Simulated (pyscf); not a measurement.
`[CH3][O][SiH3]` -> `[OH][CH2][SiH3]`, a concerted two-bond exchange (singlet surface; C–H, O–Si broken, C–Si, H–O formed). Structures and frequencies: ωB97X-D3(BJ)/def2-SVP in PySCF. MP2 and CC: frozen core, UHF for open shells. ΔMP2 is the change of the MP2 total energy from the triple- to the quadruple-zeta basis. Energies in kcal/mol from the reactant's lowest minimum found.

Small-basis levels: PySCF, no dispersion term, spherical d functions. AM1 to PM7: differences of heats of formation from MOPAC, which are fitted to 298 K values and so differ in kind from electronic energies by zero-point and thermal terms. Cost: rough CPU time at the saddle relative to B3LYP/6-31G*, from one job on a shared machine.

```json
[
 {"level": "HF/STO-3G", "barrier": "160.3", "reaction energy": "+13.8", "cost": "0.07"},
 {"level": "HF/6-31G*", "barrier": "129.8", "reaction energy": "+29.7", "cost": "0.1"},
 {"level": "MP2/6-31G*", "barrier": "115.0", "reaction energy": "+29.0", "cost": "0.1"},
 {"level": "B3LYP/STO-3G", "barrier": "132.3", "reaction energy": "+17.5", "cost": "0.7"},
 {"level": "B3LYP/3-21G", "barrier": "111.4", "reaction energy": "+27.4", "cost": "0.8"},
 {"level": "B3LYP/6-31G*", "barrier": "111.6", "reaction energy": "+28.1", "cost": "1"},
 {"level": "PBE/def2-SVP", "barrier": "100.5", "reaction energy": "+21.7", "cost": "2"},
 {"level": "AM1", "barrier": "122.4", "reaction energy": "+2.4", "cost": "under 0.02"},
 {"level": "PM6", "barrier": "91.1", "reaction energy": "+22.2", "cost": "under 0.02"},
 {"level": "CCSD(T)/def2-TZVPP + ΔMP2(QZVPP)", "barrier": "106.3", "reaction energy": "+25.0", "cost": "–"}
]
```

Against the last row the barrier runs from -15.2 (PM6) to +54.0 kcal/mol (HF/STO-3G); B3LYP/3-21G happens to lie closest here (5.1 kcal/mol apart). CCSD(T)/def2-TZVPP + ΔMP2(QZVPP) has limits of its own. The same reactants have a lower exit, to H₂C=O + SiH₄ (barrier +77.4 kcal/mol at ωB97M-D3(BJ)/def2-TZVP, against +104.8 kcal/mol here). H₃C–O–SiH₃ lies 23.7 kcal/mol over its isomer H₃C–SiH₂–OH (electronic energy, ωB97M-D3(BJ)/def2-TZVP). HO–CH₂–SiH₃ lies 48.9 kcal/mol over its isomer H₃C–SiH₂–OH (electronic energy, ωB97M-D3(BJ)/def2-TZVP). One saddle was located; it need not be the lowest between these sides. The CCSD(T) − MP2 part came from Ansatz, without density fitting, on the same reference.
